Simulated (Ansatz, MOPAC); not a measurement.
Process, species as SMILES: O (H2O) → [OH-] + H+

Wanted: gas-phase deprotonation energy (enthalpy at 298 K), in kcal/mol. Terms: spin-orbit terms left out; non-relativistic; dispersion terms only where a functional's name holds one. Ab initio and DFT rows: single points at B3LYP-D3(BJ) geometries (Ansatz, an electronic-structure program), with unscaled harmonic terms from B3LYP/6-31G* at its own minima. Semi-empirical rows: MOPAC heats of formation at their own minima for 298 K, the proton's as measured. Anions need diffuse functions, which STO-3G, LANL2DZ, def2-SVP, cc-pVDZ and Pople sets without + lack.

| species | coefficient | E at HF/STO-3G (Ansatz), Eh | E at B3LYP/def2-TZVPD (Ansatz), Eh | H(298 K) - E, kcal/mol | heat of formation at MNDO (MOPAC), kcal/mol |
|---|---|---|---|---|---|
| O (H2O) | -1 | -74.96339 | -76.46681 | 15.65 | -60.95 |
| [OH-] | +1 | -74.05744 | -75.83826 | 6.95 | -5.78 |
| H+ | +1 | 0.00000 | 0.00000 | 1.48 | 365.69 |

Measured values: Active Thermochemical Tables 1.112 (ions: stationary electron), as tabulated in the package chemicals; they hold spin-orbit and core effects, anharmonicity.  Value to compare with, the measured value: 390.3 kcal/mol. 1 Eh = 627.5095 kcal/mol.

### Question
Work the quantity out at each level, and compare with the measured value.

### Answer

- HF/STO-3G: the sum of coefficient times E is 0.90595 Eh, or 568.49 kcal/mol; the thermal terms add -7.22. Result: 561.3 kcal/mol. Its error against the measured value is 171.0 kcal/mol.
- B3LYP/def2-TZVPD: the sum of coefficient times E is 0.62855 Eh, or 394.42 kcal/mol; the thermal terms add -7.22. Result: 387.2 kcal/mol. Its error against the measured value is -3.1 kcal/mol.
- MNDO: the sum of coefficient times heat of formation is 420.86 kcal/mol; it needs no thermal term. Its error against the measured value is 30.6 kcal/mol.
